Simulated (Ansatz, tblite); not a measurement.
# SiH2Me(OMe) (C2H8OSi): a ladder of methods and basis sets

How do method and basis change the picture of SiH2Me(OMe) (C2H8OSi) (singlet)?

Computed with Ansatz 0.2.0, Gaussian basis. Level: level and basis change from run to run.

The runs, in order: GFN1-xTB, GFN2-xTB, PBE-D4/def2-TZVP, r2SCAN-D4/def2-TZVP, LDA/def2-TZVP, HF/def2-TZVP, r2SCANh-D4/def2-TZVP, PBE-D4/def2-SVP, PBE0-D4/def2-SVP, HF/STO-3G, CCSD(T)/def2-TZVP, RPA/def2-TZVP.

### Step 1. The relaxed structure

The geometry is that of the singlet, from an earlier relaxation (PBE0-D4/def2-SVP).

12 atoms, charge 0, spin multiplicity 1.

Bond lengths: C1–Si4 1.862 Å, C1–H7 1.101 Å, C1–H8 1.100 Å, C1–H9 1.100 Å, C2–O3 1.398 Å, C2–H10 1.107 Å, C2–H11 1.101 Å, C2–H12 1.107 Å, O3–Si4 1.667 Å, Si4–H5 1.500 Å, Si4–H6 1.500 Å. Angles: Si4–C1–H7 110.6°, Si4–C1–H8 110.6°, Si4–C1–H9 110.6°, H7–C1–H8 108.3°, H7–C1–H9 108.3°, H8–C1–H9 108.3°, O3–C2–H10 112.2°, O3–C2–H11 108.9°, O3–C2–H12 112.2°, H10–C2–H11 107.8°, H10–C2–H12 107.8°, H11–C2–H12 107.8°, C2–O3–Si4 124.2°, C1–Si4–O3 107.3°, C1–Si4–H5 111.2°, C1–Si4–H6 111.2°, O3–Si4–H5 109.9°, O3–Si4–H6 109.8° and more.

As a file:

```mol
C2H8OSi
  3D, bonds by distance, orders not assigned

 12 11  0  0  0  0  0  0  0  0999 V2000
   -0.5866    1.9684   -0.4636 C   0  0
    0.0900   -2.1363    0.1139 C   0  0
   -0.3541   -0.8567   -0.2307 O   0  0
    0.3847    0.5548    0.2614 Si  0  0
    0.4055    0.6238    1.7600 H   0  0
    1.8083    0.5760   -0.2120 H   0  0
   -0.1436    2.9335   -0.1720 H   0  0
   -1.6282    1.9448   -0.1092 H   0  0
   -0.5950    1.9095   -1.5624 H   0  0
    1.1191   -2.3320   -0.2426 H   0  0
   -0.5740   -2.8818   -0.3503 H   0  0
    0.0738   -2.3039    1.2076 H   0  0
  1  4  8  0
  1  7  8  0
  1  8  8  0
  1  9  8  0
  2  3  8  0
  2 10  8  0
  2 11  8  0
  2 12  8  0
  3  4  8  0
  4  5  8  0
  4  6  8  0
M  END
```

PBE0-D4/def2-TZVP was run before; its log isn't repeated, and its numbers join the tables.

### Step 2. GFN1-xTB

Tight binding, by tblite at 300 K electronic temperature and without a spin-polarisation term:

```python
tblite.interface.Calculator('GFN1-xTB', numbers, positions, charge=0, uhf=0).singlepoint()
```

Energy -412.7866 eV, HOMO -11.76 eV, LUMO -4.55 eV; 0.01 s.

### Step 3. GFN2-xTB

Tight binding, by tblite at 300 K electronic temperature and without a spin-polarisation term:

```python
tblite.interface.Calculator('GFN2-xTB', numbers, positions, charge=0, uhf=0).singlepoint()
```

Energy -386.1653 eV, HOMO -11.00 eV, LUMO -4.51 eV; 0.007 s.

### Step 4. PBE-D4/def2-TZVP

start.molden holds the orbitals of an earlier run on this state, given as this run's starting guess.

File in.yaml:

```yaml
crystal:
  periodic: [false, false, false]
  atoms:
    - {symbol: C, position_ang: [-0.586646, 1.968378, -0.463604]}
    - {symbol: C, position_ang: [0.090024, -2.136278, 0.113926]}
    - {symbol: O, position_ang: [-0.354147, -0.856717, -0.230706]}
    - {symbol: Si, position_ang: [0.384738, 0.554793, 0.261391]}
    - {symbol: H, position_ang: [0.405492, 0.623799, 1.760047]}
    - {symbol: H, position_ang: [1.808312, 0.575998, -0.212039]}
    - {symbol: H, position_ang: [-0.143625, 2.933453, -0.172047]}
    - {symbol: H, position_ang: [-1.628198, 1.944846, -0.109202]}
    - {symbol: H, position_ang: [-0.594971, 1.909541, -1.562447]}
    - {symbol: H, position_ang: [1.119136, -2.332045, -0.242625]}
    - {symbol: H, position_ang: [-0.573976, -2.881819, -0.350299]}
    - {symbol: H, position_ang: [0.073848, -2.303939, 1.207585]}
basis:
  gaussian: {orbitals: def2-TZVP, initial_orbitals: start.molden}
hamiltonian: {xc: pbe, dispersion: d4}
scf: {omitted_lower_state_checks: [starts]}
output: {forces: true, orbitals: {seedname: orbitals}}
```

Command:

```
ansatz run in.yaml --threads 2 --pin off --events-out ev --progress --plain --max-ram 4352MiB
```

The runs that follow: r2SCAN-D4/def2-TZVP; LDA/def2-TZVP; HF/def2-TZVP; r2SCANh-D4/def2-TZVP; PBE-D4/def2-SVP; PBE0-D4/def2-SVP; HF/STO-3G; CCSD(T)/def2-TZVP; RPA/def2-TZVP.

**Question.** What will the summary of the whole plan be? Wanted: gap in def2-TZVP, functionals and Hartree-Fock, smallest and largest; correlation energy, CCSD(T)/def2-TZVP; binding an atom, CCSD(T)/def2-TZVP; PBE0 total energy, smallest basis above largest.

**Answer**, as computed:

| quantity | value |
| --- | --- |
| gap in def2-TZVP, functionals and Hartree-Fock, smallest and largest | 6.09 eV (LDA), 15.20 eV (HF) |
| correlation energy, CCSD(T)/def2-TZVP | -21.01 eV |
| binding an atom, CCSD(T)/def2-TZVP | 3.656 eV |
| PBE0 total energy, smallest basis above largest | 7.74 eV (def2-SVP, def2-TZVP) |

In words: Orbital gaps of the functionals and Hartree-Fock in def2-TZVP span 6.09 eV (LDA) to 15.20 eV (HF); exact exchange widens it. A small miss in a minimal or small basis is a cancelling of errors, not accuracy. The functionals in def2-TZVP miss CCSD(T)/def2-TZVP by +0.114 (r2SCANh-D4) to +0.601 eV (LDA) an atom. CCSD(T)/def2-TZVP isn't at the basis-set limit; small misses against it rank nothing.
